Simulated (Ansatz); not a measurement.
Consider the hydrogenolysis of a C–O bond: `COC(C)(F)F` + H₂ → `CC(F)F` + CH₃OH.

Calculated with Ansatz (gas phase, PBE0-D4/def2-TZVP geometries, no zero-point term in ΔE). CCSD(T)/CBS is the MP2 limit (def2-TZVPP, def2-QZVPP) plus CCSD(T) − MP2 in def2-TZVPP, frozen cores. This one scheme is used for every species. Functionals use def2-TZVPP. B3LYP here is the variant with VWN-RPA as its local correlation; programs differ in this. One conformer a species, not always the lowest.

CCSD(T)/CBS gives -36.0 kJ/mol.

Another level gave -27.0 kJ/mol. Which?
A. PBE0-D4/def2-TZVPP
B. B3LYP/def2-TZVPP
C. r2SCAN/def2-TZVPP
D. PBE/def2-TZVPP

C. r2SCAN -27.0, PBE -40.0, B3LYP -47.2, PBE0-D4 -35.2 kJ/mol.

Largest T1 diagnostic among the species: 0.011.

In def2-TZVPP, CCSD(T) changes the Hartree–Fock value by +17.1 kJ/mol (the triples alone add +5.5 kJ/mol) and MP2 by +17.5 kJ/mol. The D4 term adds +11.0 kJ/mol with B3LYP and +6.1 kJ/mol with PBE0; it sums over pairs of atoms, weighted by their polarisabilities, and B3LYP, whose exchange is more repulsive, gets the larger term.
